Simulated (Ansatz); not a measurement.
# BH2Cl (triplet): from Hartree-Fock to the top rungs, cc-pVTZ

How much of the correlation energy of BH2Cl (triplet) does each wave-function method recover here?

Method: cc-pVTZ, core rule «outside noble gas», up to 6 orbitals frozen; program: Ansatz 0.2.0, Gaussian basis.

To be run: UHF; CCSD(T) on ROHF; CCSD(T) on UHF; BCCD(T) on ROHF; CCSDT(Q) on ROHF; CCSDT(Q) on UHF; CASSCF and MRCISD+Q, 12 electrons in 10 orbitals; CASSCF and NEVPT2, 12 electrons in 10 orbitals.

### 1 What is computed

The geometry is a PBE0/def2-TZVP stationary point (not a proven minimum) of the parent state, kept for this charge and spin.

4 atoms, charge 0, spin multiplicity 3.

Atoms are counted from 1 here; the program's logs count them from 0.

Bond lengths: B1–Cl2 1.733 Å, B1–H3 1.190 Å, B1–H4 1.190 Å. Angles: Cl2–B1–H3 118.1°, Cl2–B1–H4 118.1°, H3–B1–H4 123.8°.

In the tables R marks a restricted open-shell determinant and U an unrestricted one; 'valence' is the active space of 12 electrons in 10 orbitals; correlation energies count from the lowest restricted Hartree-Fock solution.

### 2 UHF

in.yaml

```yaml
crystal:
  periodic: [false, false, false]
  atoms:
    - {symbol: B, position_ang: [0.000000, 0.000000, 1.249289]}
    - {symbol: Cl, position_ang: [0.000000, 0.000000, -0.483890]}
    - {symbol: H, position_ang: [0.000000, 1.049651, 1.810265]}
    - {symbol: H, position_ang: [0.000000, -1.049651, 1.810265]}
basis:
  gaussian: {orbitals: cc-pVTZ}
magnetization: {spin_polarized: true, initial_magnetization: 2}
hamiltonian: {xc: hf}
output: {orbitals: {seedname: orbitals}}
```

On the command line:

```sh
$ ansatz run in.yaml --threads 1 --pin off --events-out ev --progress --plain --max-ram 4096MiB --backend cpu
```

The runs that follow: CCSD(T) on ROHF; CCSD(T) on UHF; BCCD(T) on ROHF; CCSDT(Q) on ROHF; CCSDT(Q) on UHF; CASSCF and MRCISD+Q, 12 electrons in 10 orbitals; CASSCF and NEVPT2, 12 electrons in 10 orbitals.

Before running them: what should the planned runs give, taken together? Wanted: correlation energy, UCCSDT(Q); RMP2 from UCCSDT(Q); UMP2 from UCCSDT(Q); RCCSD from UCCSDT(Q); RCCSD(T) from UCCSDT(Q); UCCSD(T) from UCCSDT(Q); RCCSDT(Q) from UCCSDT(Q); NEVPT2 valence from UCCSDT(Q); MRCISD+Q valence from UCCSDT(Q).

**Answer**, as computed:

| quantity | value |
| --- | --- |
| correlation energy, UCCSDT(Q) | -9.5513 eV |
| RMP2 from UCCSDT(Q) | +34.05 kcal/mol |
| UMP2 from UCCSDT(Q) | +35.11 kcal/mol |
| RCCSD from UCCSDT(Q) | +10.73 kcal/mol |
| RCCSD(T) from UCCSDT(Q) | +1.42 kcal/mol |
| UCCSD(T) from UCCSDT(Q) | +1.45 kcal/mol |
| RCCSDT(Q) from UCCSDT(Q) | +0.07 kcal/mol |
| NEVPT2 valence from UCCSDT(Q) | +37.81 kcal/mol |
| MRCISD+Q valence from UCCSDT(Q) | +3.23 kcal/mol |
| levels of the table within 1 kcal/mol (43 meV) | RCCSDT, UCCSDT, RCCSDT(Q) |
| T1 diagnostic | 0.057 |
| effectively unpaired electrons | 2.02 |

**Reading.** RCCSD(T) lands +1.42 kcal/mol from the yardstick (0.6 % of the correlation energy). The occupations are near whole numbers, but T1 = 0.057 shows that the orbitals relax strongly. Of the multireference levels listed MRCISD+Q valence comes nearest in total energy (+3.23 kcal/mol), which doesn't show that its space is the better one. These misses are within one basis, not against nature; the frozen cores of restricted and unrestricted runs differ, which can shift their rows.
